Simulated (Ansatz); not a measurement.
Difluoromethane. Charge 0, multiplicity 1.

Task: List the harmonic frequencies (cm⁻¹, unscaled) at PBE0-D4/def2-TZVP in Ansatz. (An estimate is asked.)

Result: The calculation gave: 536, 1124, 1143, 1189, 1276, 1462, 1531, 3059, 3130.

Task: Is this a minimum?

Result: Yes, all 9 modes are real.

Task: Give the ideal-gas thermochemistry at 298.15 K and 1 bar (rigid rotor, harmonic oscillator; point group C2v, symmetry number 2).

Result: Zero-point energy 86.4 kJ/mol; H(298) − E = 97.1 kJ/mol; entropy 246.5 J/(mol·K), of which translation 158.1, rotation 85.0, vibration 3.3; G(298) − E = 23.6 kJ/mol.
